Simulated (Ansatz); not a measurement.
Input for Ansatz (development build ahead of 0.2.0):

```yaml
crystal:
  periodic: [false, false, false]
  atoms:
    - { symbol: F, position_ang: [0.0, 0.67474, -1.1926] }
    - { symbol: B, position_ang: [0.0, 0.0, 0.0] }
    - { symbol: F, position_ang: [0.0, 0.67474, 1.1926] }
basis:
  gaussian: { orbitals: def2-SVP }
magnetization:
  spin_polarized: true
  initial_magnetization: 1
hamiltonian:
  xc: hf
correlation:
  method: ccsd_t
  frozen_orbitals: { B: 1, F: 1 }
```

The input is written out in the form of the current development build from the run's settings.

The run gave:

```
Converged          : yes
Reference energy   : -223.42613 hartree
Correlation energy : -0.44720 hartree
Total energy       : -223.87333 hartree
Stability test     : minimum
```
